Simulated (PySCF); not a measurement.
Species: C4H5F.
Numbering: `[F:1][CH:2]=[C:3]1[CH2:4][CH2:5]1` (hydrogens: H6 on C2; H7, H8 on C4; H9, H10 on C5)

Method: PySCF, PBE0-D3(BJ)/def2-SVP geometry optimisation, gas phase; density fitting, grid level 1; the optimiser is geomeTRIC in internal coordinates, started from a GFN2-xTB structure with every atom displaced at random (about 0.01 Å).

Step 4: E = -6931.6183 eV
```
atom  x, y, z in Å  |  force x, y, z in eV/Å
F1      2.3907    0.9329   -0.0712    0.026  -0.052   0.095
C2      1.6114   -0.1383   -0.2341   -0.032   0.048  -0.028
C3      0.3190   -0.1184    0.0250   -0.027   0.085  -0.218
C4     -0.9762   -0.7809   -0.1248    0.020  -0.064   0.106
C5     -0.8728    0.6634    0.3472    0.018  -0.024   0.045
H6      2.1573   -1.0094   -0.6089    0.002   0.007   0.016
H7     -1.2755   -1.5330    0.6136   -0.014  -0.005   0.003
H8     -1.3443   -0.9747   -1.1386    0.004   0.000   0.007
H9     -1.1716    1.4674   -0.3337   -0.010  -0.005  -0.016
H10    -1.0957    0.8614    1.4018    0.014   0.010  -0.009
```

Step 5: E = -6931.6228 eV
```
atom  x, y, z in Å  |  force x, y, z in eV/Å
F1      2.4049    0.9204   -0.0399   -0.047  -0.001   0.012
C2      1.6096   -0.1318   -0.2434    0.056  -0.064   0.094
C3      0.3171   -0.1136    0.0138   -0.009   0.129  -0.209
C4     -0.9760   -0.7823   -0.1237    0.006  -0.027   0.042
C5     -0.8746    0.6643    0.3430   -0.003  -0.032   0.080
H6      2.1528   -1.0033   -0.6207   -0.003  -0.006  -0.005
H7     -1.2677   -1.5315    0.6209    0.013  -0.008  -0.002
H8     -1.3522   -0.9824   -1.1331   -0.012   0.006   0.005
H9     -1.1815    1.4647   -0.3390   -0.002  -0.010  -0.015
H10    -1.0901    0.8658    1.3982    0.002   0.013  -0.003
```

Step 6: E = -6931.6254 eV
```
atom  x, y, z in Å  |  force x, y, z in eV/Å
F1      2.4051    0.9156   -0.0215   -0.018   0.005  -0.026
C2      1.6099   -0.1325   -0.2455    0.042  -0.034   0.138
C3      0.3160   -0.1093    0.0028   -0.010   0.077  -0.201
C4     -0.9754   -0.7822   -0.1251   -0.015  -0.014   0.041
C5     -0.8750    0.6652    0.3407   -0.004  -0.029   0.074
H6      2.1535   -1.0029   -0.6243   -0.001  -0.004  -0.005
H7     -1.2574   -1.5313    0.6236    0.018  -0.009  -0.008
H8     -1.3627   -0.9848   -1.1298   -0.010   0.013   0.000
H9     -1.1885    1.4629   -0.3414   -0.002  -0.009  -0.012
H10    -1.0831    0.8698    1.3968   -0.001   0.007  -0.001
```

Task: Estimate the geometry and energy of step 7. (The exact step hangs on the optimiser's Hessian estimate; all steps are aligned on step 6, rigid shifts and turns removed.)

Result: E = -6931.6304 eV, largest force 0.149 eV/Å
```
atom  x, y, z in Å  |  force x, y, z in eV/Å
F1      2.4115    0.9037    0.0100    0.011   0.017  -0.057
C2      1.6117   -0.1334   -0.2448    0.022  -0.002   0.147
C3      0.3129   -0.0955   -0.0278   -0.009  -0.005  -0.133
C4     -0.9741   -0.7803   -0.1304   -0.044  -0.004   0.042
C5     -0.8775    0.6672    0.3360   -0.003  -0.009   0.033
H6      2.1535   -1.0067   -0.6194    0.001  -0.001  -0.008
H7     -1.2256   -1.5336    0.6251    0.013  -0.011  -0.016
H8     -1.3921   -0.9851   -1.1222    0.011   0.019  -0.011
H9     -1.2106    1.4585   -0.3447   -0.011  -0.009   0.000
H10    -1.0673    0.8755    1.3946    0.009   0.005   0.003
```

The energy changes by -0.0050 eV. The first-order estimate −F·Δx gives -0.0068 eV and the mean of the old and new forces, exact on a quadratic surface, -0.0045 eV. The step makes an angle of 70° with the force vector and moves no atom by more than 0.034 Å.

What follows is the cost of the whole optimisation. On an Arm Neoverse V2 with one thread, no GPU, shared host with 96 logical CPUs at a one-minute load of 32, this took 29 s and 0.39 GiB of memory at its peak.
